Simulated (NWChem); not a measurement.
System: chloroform (CHCl₃); SMILES ClC(Cl)Cl

Input file for NWChem:

```
start job
memory heap 200 mb stack 900 mb global 1100 mb
geometry units angstroms noautosym nocenter noautoz
  Cl     1.479865     0.838335    -0.077577
  C      0.000000     0.000000     0.460392
  Cl    -1.465952     0.862433    -0.077577
  Cl    -0.013913    -1.700768    -0.077577
  H      0.000000     0.000000     1.563580
end
basis spherical
  * library def2-svp
end
dft
  xc b3lyp
  iterations 150
end
cosmo
  do_cosmo_smd true
  solvent dioxane
end
task dft energy
```

All runs use the structure optimised with PBE-D3(BJ)/def2-SVP. Solvent: 1,4-dioxane.

Level: B3LYP/def2-SVP with SMD (1 M gas to 1 M solution), gas-phase geometry.

Q: What results follow from this input? (B3LYP/def2-SVP, SMD on the gas-phase geometry.) Quantities: solvation free energy (kcal/mol); cavity-dispersion-structure term (kcal/mol); dipole in solution (D).

A: The solvation free energy (kcal/mol) is -3.3 and the cavity-dispersion-structure term (kcal/mol) comes out as -2.1. The dipole in solution (D) comes out as 1.34.
